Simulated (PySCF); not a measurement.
## Oxygen: a sound run and one with changed settings

Sound run: O [He] 2s2 2p4, O⁺ [He] 2s2 2p3. Computed with PySCF 2.14 in cc-pVTZ-DK (4s3p2d1f, 30 functions), with scalar relativity by spin-free X2C-1e. The sound run starts from symmetry-adapted Hartree-Fock orbitals and uses a fine grid where one is needed.

Changed run: 6 angular points. This setting is unsound on purpose.

```json
{"species": "O", "method": "UHF", "sound run (hartree)": "-74.86387", "changed run (hartree)": "-74.86387", "converged": "yes"}
{"species": "O", "method": "M06-2X", "sound run (hartree)": "-75.11840", "changed run (hartree)": "-75.19155", "converged": "yes"}
{"species": "O", "method": "M06-L", "sound run (hartree)": "-75.13122", "changed run (hartree)": "-76.50537", "converged": "yes"}
{"species": "O⁺", "method": "UHF", "sound run (hartree)": "-74.42286", "changed run (hartree)": "-74.42286", "converged": "yes"}
{"species": "O⁺", "method": "M06-2X", "sound run (hartree)": "-74.61613", "changed run (hartree)": "-74.67132", "converged": "yes"}
{"species": "O⁺", "method": "M06-L", "sound run (hartree)": "-74.63041", "changed run (hartree)": "-75.75433", "converged": "yes"}
```

Ionisation energy of O:

```tsv
method	sound run (eV)	changed run (eV)
UHF	12.001	12.001
M06-2X	13.667	14.156
M06-L	13.628	20.437
```

A coarse angular grid integrates products of high-l functions wrongly, so density functionals can shift, and the SCF can exploit the error; Hartree-Fock and MP2 need no grid.

For comparison, NIST gives 13.618 eV between the lowest levels.
